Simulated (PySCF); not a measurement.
**Choosing a basis for TDDFT**

Species: CClF3.
SMILES: `FC(F)(Cl)F`

TDDFT with PBE0 (PySCF), vertical singlets, core orbitals frozen in the response, spherical d and f functions. Geometry: PBE0-D3(BJ)/def2-SVP; no solvent, vibrations or thermal averaging.

Problem. How do the low singlets change with the basis? Take 6-31G*, def2-SVP, 6-31+G*, aug-cc-pVDZ, def2-TZVP, def2-TZVPD and aug-cc-pVTZ.

Solution. 

```tsv
basis	functions	diffuse	S1 (eV)	S2 (eV)	S3 (eV)	S4 (eV)	S5 (eV)	LUMO (eV)	α (au)
6-31G*	74	no	8.29	8.29	10.72	11.12	11.49	0.39	21.5
def2-SVP	74	no	8.78	8.78	11.40	11.62	12.17	0.89	19.9
6-31+G*	94	yes	8.03	8.04	9.46	9.46	10.53	-0.23	26.5
aug-cc-pVDZ	119	yes	8.05	8.05	9.37	9.38	10.31	-0.17	30.4
def2-TZVP	161	no	8.12	8.13	10.85	10.89	11.48	0.10	26.4
def2-TZVPD	203	yes	7.91	7.91	9.28	9.28	10.22	-0.27	31.5
aug-cc-pVTZ	234	yes	8.00	8.00	9.27	9.28	10.18	-0.19	31.3
```

States are compared by their number. Against the largest diffuse basis here (aug-cc-pVTZ, itself not a converged limit), sets without diffuse functions differ by up to 0.78 eV in S1 and 1.99 eV in S5; the smaller diffuse sets differ by up to 0.09 and 0.35 eV. State by state, the largest deviation of a set without diffuse functions is S1 0.78, S2 0.78, S3 2.12, S4 2.34, S5 1.99 eV. The same number needn't mean the same state in each row. Against aug-cc-pVTZ the polarisability deviates by -31% in 6-31G*, -36% in def2-SVP, -15% in 6-31+G*, -3% in aug-cc-pVDZ, -15% in def2-TZVP, +1% in def2-TZVPD.
